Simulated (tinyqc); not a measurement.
Inside a calculation (part 2 of 2). Method: RKS/LDA (VWN5) in the sto-3g basis, for H2O, spin multiplicity 1. Computed by tinyqc, a small Python program that keeps every step (integrals from PySCF). Command: `OMP_NUM_THREADS=1 python tinyqc.py 22162 22163 out.jsonl` (the two numbers bound the seeds that draw the settings). One thread of a shared host (Intel(R) Xeon(R) Processor @ 2.60GHz), about 0.9 s of CPU time with the checks.

Geometry (angstrom):
```
atom         x          y         z
O     0.000000   0.000000  0.000000
H     0.000000   0.802000  0.795000
H     0.000000  -0.812000  0.804000
```

## Iteration 2: diagonalisation and new density

extrapolated F (hartree), order 1O 1s, 1O 2s, 1O 2px, 1O 2py, 1O 2pz, 2H 1s, 3H 1s:
```
[[-17.244440, -4.543963, -0.000836, 0.004439, -0.015008, -0.696224, -0.674773],
 [-4.543963, -1.422035, -0.003292, 0.016310, -0.177099, -0.464368, -0.457204],
 [-0.000836, -0.003292, 0.419387, 0.002230, 0.000384, -0.000352, -0.000901],
 [0.004439, 0.016310, 0.002230, 0.328814, -0.005139, -0.136872, 0.142849],
 [-0.015008, -0.177099, 0.000384, -0.005139, 0.337619, -0.190789, -0.188589],
 [-0.696224, -0.464368, -0.000352, -0.136872, -0.190789, -0.306424, -0.194115],
 [-0.674773, -0.457204, -0.000901, 0.142849, -0.188589, -0.194115, -0.311387]]
```

X, order 1O 1s, 1O 2s, 1O 2px, 1O 2py, 1O 2pz, 2H 1s, 3H 1s:
```
[[1.023450, -0.135099, 0.000000, -0.000150, -0.007596, 0.017888, 0.017508],
 [-0.135099, 1.138325, 0.000000, 0.001800, 0.071556, -0.205349, -0.198680],
 [0.000000, 0.000000, 1.000000, 0.000000, 0.000000, 0.000000, 0.000000],
 [-0.000150, 0.001800, 0.000000, 1.055073, 0.000994, -0.154221, 0.151287],
 [-0.007596, 0.071556, 0.000000, 0.000994, 1.043988, -0.126410, -0.122925],
 [0.017888, -0.205349, 0.000000, -0.154221, -0.126410, 1.120960, -0.079792],
 [0.017508, -0.198680, 0.000000, 0.151287, -0.122925, -0.079792, 1.115867]]
```

D after iteration 1, order 1O 1s, 1O 2s, 1O 2px, 1O 2py, 1O 2pz, 2H 1s, 3H 1s:
```
[[2.109567, -0.460937, 0.004595, -0.019017, 0.024844, -0.059130, -0.006014],
 [-0.460937, 1.971981, -0.030531, 0.154429, -0.079562, 0.170072, -0.026258],
 [0.004595, -0.030531, 1.994729, 0.056558, -0.003465, -0.029855, 0.112305],
 [-0.019017, 0.154429, 0.056558, 1.660712, -0.090712, -0.019159, -0.465738],
 [0.024844, -0.079562, -0.003465, -0.090712, 1.904996, 0.340729, -0.314174],
 [-0.059130, 0.170072, -0.029855, -0.019159, 0.340729, 0.078914, -0.056530],
 [-0.006014, -0.026258, 0.112305, -0.465738, -0.314174, -0.056530, 0.199590]]
```

overlap S, order 1O 1s, 1O 2s, 1O 2px, 1O 2py, 1O 2pz, 2H 1s, 3H 1s:
```
[[1.000000, 0.236704, 0.000000, 0.000000, 0.000000, 0.035826, 0.034703],
 [0.236704, 1.000000, 0.000000, 0.000000, 0.000000, 0.369316, 0.361752],
 [0.000000, 0.000000, 1.000000, 0.000000, 0.000000, 0.000000, 0.000000],
 [0.000000, 0.000000, 0.000000, 1.000000, 0.000000, 0.233957, -0.230418],
 [0.000000, 0.000000, 0.000000, 0.000000, 1.000000, 0.231915, 0.228148],
 [0.035826, 0.369316, 0.000000, 0.233957, 0.231915, 1.000000, 0.217535],
 [0.034703, 0.361752, 0.000000, -0.230418, 0.228148, 0.217535, 1.000000]]
```

A level shift of 0.5 hartree raises the virtual space: F + shift (S - S D(s) S), with D(s) the density of one spin (D/2). Diagonalise F' = X^T F X, C = X C', fill 5 alpha and 5 beta electrons from the bottom; D = 2 C_occ C_occ^T. Each column has its largest component positive (the first on a tie).

F' = X^T F X (hartree):
```
[[-16.876882, -2.532442, -0.000788, 0.003870, -0.034125, -0.057101, -0.058066],
 [-2.532442, -0.416006, 0.000145, 0.000522, -0.025356, -0.348367, -0.301269],
 [-0.000788, 0.000145, 0.420705, -0.007214, -0.001292, 0.004117, -0.023176],
 [0.003870, 0.000522, -0.007214, 0.519932, 0.013548, -0.265357, 0.377449],
 [-0.034125, -0.025356, -0.001292, 0.013548, 0.468487, -0.311025, -0.179475],
 [-0.057101, -0.348367, 0.004117, -0.265357, -0.311025, 0.320809, -0.068335],
 [-0.058066, -0.301269, -0.023176, 0.377449, -0.179475, -0.068335, 0.299225]]
```

orbital energies (hartree): [-17.259040, -0.423081, -0.020843, 0.282472, 0.420330, 0.814609, 0.921824]

coefficients C, order 1O 1s, 1O 2s, 1O 2px, 1O 2py, 1O 2pz, 2H 1s, 3H 1s:
```
[[0.992077, -0.201283, 0.010948, -0.169526, -0.001974, -0.112214, -0.014078],
 [0.033638, 0.676736, -0.057994, 0.743415, 0.007886, 0.616126, 0.077428],
 [0.000049, 0.009191, 0.024249, -0.035063, 0.998102, 0.026086, -0.034775],
 [-0.000215, -0.051116, -0.515330, 0.094080, 0.053678, -0.212210, 0.913735],
 [0.004021, 0.217126, -0.099463, -0.614169, -0.034800, 0.803753, 0.211408],
 [-0.006635, 0.308246, -0.481421, -0.375385, -0.014536, -0.584781, -0.731607],
 [-0.006530, 0.251814, 0.604882, -0.267785, 0.012298, -0.689024, 0.594436]]
```

D after iteration 2, order 1O 1s, 1O 2s, 1O 2px, 1O 2py, 1O 2pz, 2H 1s, 3H 1s:
```
[[2.107191, -0.459045, 0.004875, -0.023243, 0.126765, -0.020462, -0.010340],
 [-0.459045, 2.030389, -0.026760, 0.131301, -0.608032, -0.085767, -0.127732],
 [0.004875, -0.026760, 1.996220, 0.074623, -0.027231, -0.020374, 0.077292],
 [-0.023243, 0.131301, 0.074623, 0.559821, -0.038984, 0.392480, -0.698235],
 [0.126765, -0.608032, -0.027231, -0.038984, 0.870936, 0.691682, 0.317047],
 [-0.020462, -0.085767, -0.020374, 0.392480, 0.691682, 0.935902, -0.226391],
 [-0.010340, -0.127732, 0.077292, -0.698235, 0.317047, -0.226391, 1.002392]]
```

## Iteration 22 (converged): orbitals

converged F (hartree), order 1O 1s, 1O 2s, 1O 2px, 1O 2py, 1O 2pz, 2H 1s, 3H 1s:
```
[[-18.183465, -4.749378, 0.000000, -0.000171, -0.017020, -0.727454, -0.704746],
 [-4.749378, -1.907883, -0.000001, -0.002058, -0.125581, -0.561593, -0.547906],
 [0.000000, -0.000001, -0.063321, 0.000000, 0.000000, 0.000000, 0.000000],
 [-0.000171, -0.002058, 0.000000, -0.157426, -0.001139, -0.183156, 0.179359],
 [-0.017020, -0.125581, 0.000000, -0.001139, -0.150836, -0.214450, -0.210556],
 [-0.727454, -0.561593, 0.000000, -0.183156, -0.214450, -0.296111, -0.207485],
 [-0.704746, -0.547906, 0.000000, 0.179359, -0.210556, -0.207485, -0.288146]]
```

Diagonalise F' = X^T F X, C = X C', fill 5 alpha and 5 beta electrons from the bottom; D = 2 C_occ C_occ^T. Each column has its largest component positive (the first on a tie).

F' = X^T F X (hartree):
```
[[-17.814496, -2.561738, 0.000000, -0.000396, -0.035266, -0.077408, -0.072280],
 [-2.561738, -0.960521, -0.000001, 0.000258, -0.030365, -0.243445, -0.235856],
 [0.000000, -0.000001, -0.063321, 0.000000, 0.000000, 0.000000, 0.000000],
 [-0.000396, 0.000258, 0.000000, -0.062338, 0.000489, -0.198572, 0.194923],
 [-0.035266, -0.030365, 0.000000, 0.000489, -0.076350, -0.171368, -0.166774],
 [-0.077408, -0.243445, 0.000000, -0.198572, -0.171368, -0.063250, -0.068119],
 [-0.072280, -0.235856, 0.000000, 0.194923, -0.166774, -0.068119, -0.065180]]
```

orbital energies (hartree): [-18.196686, -0.772956, -0.309403, -0.208521, -0.063321, 0.194066, 0.251365]

coefficients C, order 1O 1s, 1O 2s, 1O 2px, 1O 2py, 1O 2pz, 2H 1s, 3H 1s:
```
[[0.992578, -0.234099, 0.002226, 0.129106, 0.000000, -0.098082, -0.008812],
 [0.031619, 0.841247, -0.010558, -0.598925, 0.000000, 0.574776, 0.053989],
 [0.000000, 0.000001, -0.000001, 0.000000, 1.000000, -0.000001, 0.000000],
 [0.000075, 0.003391, 0.645454, -0.003494, 0.000000, -0.067650, 0.859444],
 [0.003889, 0.182135, 0.003459, 0.677139, 0.000001, 0.793831, 0.065545],
 [-0.006296, 0.170667, 0.447905, 0.337684, 0.000000, -0.615227, -0.789208],
 [-0.006114, 0.164879, -0.448771, 0.343567, -0.000002, -0.724414, 0.676663]]
```

D after iteration 22, order 1O 1s, 1O 2s, 1O 2px, 1O 2py, 1O 2pz, 2H 1s, 3H 1s:
```
[[2.113375, -0.485799, 0.000000, 0.000532, 0.097305, -0.003216, -0.002619],
 [-0.485799, 2.135037, 0.000002, -0.003733, -0.504495, -0.127205, -0.125044],
 [0.000000, 0.000002, 2.000000, -0.000001, 0.000002, -0.000001, -0.000003],
 [0.000532, -0.003733, -0.000001, 0.833270, 0.000969, 0.577002, -0.580606],
 [0.097305, -0.504495, 0.000002, 0.000969, 0.983435, 0.522536, 0.522193],
 [-0.003216, -0.127205, -0.000001, 0.577002, 0.522536, 0.687633, -0.113624],
 [-0.002619, -0.125044, -0.000003, -0.580606, 0.522193, -0.113624, 0.693312]]
```

## Convergence

Stop when the energy changes by less than 1e-10 hartree and every element of the error matrix X^T (F D S - S D F) X is below 3e-06.

Course of the cycle:
```
iteration   E (hartree)     change  largest element of the error matrix
1          -61.83419912          -                             1.19e+01
2          -73.85505269  -1.20e+01                             6.54e-01
3          -74.52751451  -6.72e-01                             2.84e-01
4          -74.60174174  -7.42e-02                             1.59e-01
5          -74.62550872  -2.38e-02                             7.11e-02
6          -74.63050440  -5.00e-03                             3.26e-02
7          -74.63156988  -1.07e-03                             1.45e-02
8          -74.63179417  -2.24e-04                             7.00e-03
9          -74.63184619  -5.20e-05                             3.32e-03
10         -74.63185908  -1.29e-05                             1.62e-03
11         -74.63186248  -3.40e-06                             7.98e-04
12         -74.63186343  -9.46e-07                             3.95e-04
13         -74.63186371  -2.79e-07                             1.97e-04
14         -74.63186380  -8.65e-08                             9.81e-05
15         -74.63186382  -2.83e-08                             6.23e-05
16         -74.63186383  -9.66e-09                             3.98e-05
17         -74.63186384  -3.44e-09                             2.54e-05
18         -74.63186384  -1.28e-09                             1.63e-05
19         -74.63186384  -4.90e-10                             1.04e-05
20         -74.63186384  -1.92e-10                             6.70e-06
21         -74.63186384  -7.71e-11                             4.31e-06
22         -74.63186384  -3.13e-11                             2.77e-06
```

PySCF RKS in the same basis, fine grid = -74.72776921 hartree

Converged in 22 iterations. The coarse grid moves the energy by +9.59e-02 hartree.

## Populations, bond orders and dipole

Mulliken: Z minus the diagonal of D S on the atom; Loewdin: the same with S^(1/2) D S^(1/2); Mayer order: 2 sum_s sum (D(s) S)_ij (D(s) S)_ji over the two atoms.

Charges (e):
```
atom   Mulliken    Loewdin
1O    -0.251813  -0.190172
2H     0.128001   0.096395
3H     0.123811   0.093777
```

Mayer bond orders:
```
pair     order
2-1   0.983046
3-1   0.984102
3-2   0.000569
```

dipole moment about the origin, x y z (debye): [-0.000001, 0.010435, 1.556312]
